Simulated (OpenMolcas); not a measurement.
# NO (nitric oxide): the dipole moment, rung by rung

NO: 2 atoms, total charge 0, spin state doublet. SMILES: `[N]=O`. The coordinates come from a PBE0-D4/def2-TZVP relaxation.

```xyz
2

N    -0.4836    0.1770   -0.2440
O     0.4836   -0.1770    0.2440
```

Quantity: the dipole moment, in D. The values are calculated.

```csv
level,kind,program,value (D),CPU time
UHF/def2-TZVPPD,Hartree–Fock,OpenMolcas,0.21,5.2 s
USVWN5/def2-TZVPPD,LDA,OpenMolcas,0.28,11 s
U-revPBE/def2-TZVPPD,GGA,OpenMolcas,0.25,16 s
U-r2SCAN/def2-TZVPPD,meta-GGA,OpenMolcas,0.18,23 s
UB3LYP/def2-TZVPPD,global hybrid,OpenMolcas,0.15,17 s
UBHLYP/def2-TZVPPD,global hybrid,OpenMolcas,?,17 s
UM06-2X/def2-TZVPPD,hybrid meta-GGA,OpenMolcas,0.12,98 s
UPBE0/def2-TZVPPD,global hybrid,OpenMolcas,?,18 s
```

Q: Estimate what the levels marked ? give.

A: As computed at these levels: UBHLYP/def2-TZVPPD: 0.01 D; UPBE0/def2-TZVPPD: 0.14 D. Measured: 0.15 D (NIST CCCBDB). Nearest: UB3LYP/def2-TZVPPD (0.00 D); farthest: UBHLYP/def2-TZVPPD (-0.14 D). The measured dipole is a vibrational average, so differences of a few hundredths of a debye mean little. Computed less measured by kind, in D (def2-TZVPPD rows): Hartree–Fock +0.06; LDA +0.13; GGA +0.10; meta-GGA +0.03; global hybrid -0.14 to +0.00. Magnitudes only: a small dipole may point the other way at some levels. CPU times are rough (shared hosts, several kinds of processor): they show what a rung costs within a factor of a few.
